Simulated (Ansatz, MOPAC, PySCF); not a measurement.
Rock-salt NaCl, band gap

Reference value: 8.97 eV (measured, low temperature, zero-point motion not removed; as tabulated in Chen et al. (2018), doi:10.1103/physrevmaterials.2.073803).

| level (code) | value (eV) |
|---|---|
| MNDO semi-empirical Hartree-Fock (MOPAC) | 5.23 |
| LDA (Ansatz) | 4.69 (direct) |
| BLYP (Ansatz) | 5.14 (direct) |
| PBE (Ansatz) | ? |
| PBEsol (Ansatz) | ? |
| RPBE (Ansatz) | ? |
| r²SCAN (Ansatz) | ? |
| PBE0 (Ansatz) | 7.20 (direct) |
| Hartree–Fock (Ansatz) | 13.75 (direct) |
| G0W0@PBE (PySCF) | 8.05 ± 0.10 |
| G0W0@PBE+SOC (Ansatz) | 8.04 |
| QSGW@PBE (PySCF) | 9.42 ± 0.2 |

Problem. Fill in the missing entries.

Solution. 
- PBE (Ansatz, a first-principles code), value (eV): 5.11 (direct)
- PBEsol (Ansatz), value (eV): 4.94 (direct)
- RPBE (Ansatz), value (eV): 5.43 (direct)
- r²SCAN (Ansatz), value (eV): 5.90 (direct)

Differences against the reference: MNDO semi-empirical Hartree-Fock (MOPAC) -3.74 eV, LDA -4.28 eV, BLYP -3.83 eV, PBE -3.86 eV, PBEsol -4.03 eV, RPBE -3.54 eV, r²SCAN -3.07 eV, PBE0 -1.77 eV, Hartree–Fock +4.78 eV, G0W0@PBE -0.92 eV, G0W0@PBE+SOC -0.93 eV, QSGW@PBE +0.45 eV.

Leaving aside MNDO semi-empirical Hartree-Fock (MOPAC) (doubt noted below): Once the reference is moved by up to 0.63 eV (a margin picked here for doubts on the reference and the settings, and for temperature and zero-point motion) and values within 0.03 eV count as equal, the nearest can be QSGW@PBE (+0.45 eV), G0W0@PBE (-0.92 eV) or G0W0@PBE+SOC (-0.93 eV). By the same margin the farthest can be Hartree–Fock (+4.78 eV) or LDA (-4.28 eV).

Density-functional gaps are differences of (generalised) Kohn–Sham levels of a static lattice; semilocal ones lie below quasiparticle gaps as a rule. Measured gaps hold zero-point and thermal shifts unless a correction is named.  A ± on a computed value is a rough bar: the spread of its extrapolation, a floor set from checks against published values, or a statistical error. MNDO semi-empirical Hartree-Fock (MOPAC): the gap is read on the k mesh or supercell of the run alone and can be too large. MNDO semi-empirical Hartree-Fock (MOPAC): the method was fitted mainly to molecules. MNDO semi-empirical Hartree-Fock (MOPAC): gaps of these semi-empirical methods are Hartree–Fock-like level differences, and their formation enthalpies are fitted 298 K values. G0W0@PBE+SOC: spin–orbit coupling enters as the shift of the gap found with a semilocal functional. Values are at the measured cell. Cutoffs and k meshes differ between the levels. Ansatz's density-functional and Hartree–Fock values are scalar-relativistic unless marked +SOC, with PAW data made under PBE.

Differences are worked out from the printed values.
